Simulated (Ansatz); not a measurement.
# C3H5ClOS: small, medium and large basis sets

An exercise on one series of results from a longer session: the logs are not shown, and one member is left open.

Computed with Ansatz 0.2.0, Gaussian basis. Level: one geometry, several basis sets.

Plan: PBE0-D4/def2-SVP; ωB97M-V/def2-SVP; PBE0-D4/def2-QZVPP; ωB97M-V/def2-QZVPP; the functionals' def2-TZVPP values are taken from earlier runs.

## The geometry

The geometry comes from an earlier relaxation with PBE0-D4 in a triple-zeta def2 set; it is a stationary point, not always the lowest conformer.

SMILES `CSC(=O)CCl`, 11 atoms, charge 0, spin multiplicity 1.

Atoms are counted from 1 here; the program's logs count them from 0.

Bond lengths: C1–S2 1.792 Å, C1–H7 1.089 Å, C1–H8 1.089 Å, C1–H9 1.089 Å, S2–C3 1.759 Å, C3–O4 1.201 Å, C3–C5 1.515 Å, C5–Cl6 1.776 Å, C5–H10 1.089 Å, C5–H11 1.089 Å. Angles: S2–C1–H7 110.1°, S2–C1–H8 110.1°, S2–C1–H9 106.8°, H7–C1–H8 109.6°, H7–C1–H9 110.1°, H8–C1–H9 110.1°, C1–S2–C3 99.2°, S2–C3–O4 124.1°, S2–C3–C5 113.0°, O4–C3–C5 122.9°, C3–C5–Cl6 109.4°, C3–C5–H10 112.0°, C3–C5–H11 108.9°, Cl6–C5–H10 107.8°, Cl6–C5–H11 108.0°, H10–C5–H11 110.8°.

The first run:

File in.yaml:

```yaml
crystal:
  periodic: [false, false, false]
  atoms:
    - {symbol: C, position_ang: [-0.657336, -1.121101, 1.692867]}
    - {symbol: S, position_ang: [0.557588, 0.033781, 1.057880]}
    - {symbol: C, position_ang: [0.039648, 0.091732, -0.621900]}
    - {symbol: O, position_ang: [-0.867763, -0.554862, -1.069648]}
    - {symbol: C, position_ang: [0.860424, 1.049961, -1.460603]}
    - {symbol: Cl, position_ang: [0.016089, 2.608672, -1.570739]}
    - {symbol: H, position_ang: [-0.591137, -2.066376, 1.156860]}
    - {symbol: H, position_ang: [-1.658695, -0.708132, 1.582042]}
    - {symbol: H, position_ang: [-0.428950, -1.270925, 2.747445]}
    - {symbol: H, position_ang: [1.842084, 1.233973, -1.026345]}
    - {symbol: H, position_ang: [0.953348, 0.646277, -2.467258]}
basis:
  gaussian: {orbitals: def2-SVP}
hamiltonian: {xc: pbe0, dispersion: d4}
output: {orbitals: {seedname: orbitals}}
```

The run is started by

```sh
$ ansatz run in.yaml --threads 4 --pin off --events-out ev --progress --plain --max-ram 10444MiB
```

Steps of the session up to this table: PBE0-D4 in def2-SVP; ωB97M-V in def2-SVP; PBE0-D4 in def2-QZVPP; ωB97M-V in def2-QZVPP.

One table of the session follows, with a row left open; its other results are not shown here.

It belongs to the step «Density functionals: the series». 

| functional | basis | HOMO (eV) |
| --- | --- | --- |
| PBE0-D4 | def2-SVP | -7.50 |
| PBE0-D4 | def2-TZVPP | ? |
| PBE0-D4 | def2-QZVPP | -7.63 |
| ωB97M-V | def2-SVP | -9.61 |
| ωB97M-V | def2-TZVPP | -9.75 |
| ωB97M-V | def2-QZVPP | -9.78 |

Estimate the missing values for PBE0-D4, def2-TZVPP.

As computed: HOMO (eV): -7.60. In the column «HOMO (eV)» it lies between PBE0-D4, def2-QZVPP (-7.63) and PBE0-D4, def2-SVP (-7.50).
